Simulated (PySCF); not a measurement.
MH₂ across the third period

Level: PBE0, basis family def2-TZVP, no relativity.

Each entry is the lowest minimum that a search over a few typed start shapes (and spin states, where more than one is plausible) found, or that minimum re-optimised at the stated level; isomers with ligand–ligand bonds, or fragments after loss of a ligand pair, can lie lower. Open shells are unrestricted; no spin–orbit coupling; PySCF with density fitting.

Q: Order by mean bond length to the first atom of the formula (for M2X and M3X the non-metal), shortest first (Å).
A. MgH₂
B. SiH₂
C. PH₂
D. H₂S

A: D (1.341), C (1.424), B (1.526), A (1.706).

Q: Give point groups and multiplicities.

A: MgH₂ D∞h singlet, SiH₂ C2v singlet, PH₂ C2v doublet, H₂S C2v singlet.

The bond shortens at every step; the largest change, -0.180 Å, falls between MgH₂ and SiH₂ among the members listed.

The shape changes along the series: D∞h for MgH₂; C2v for SiH₂ and PH₂ and H₂S.

Left out of the table are members whose search was unfinished or whose lowest solution was spin-contaminated, unstable, very soft or bonded differently.
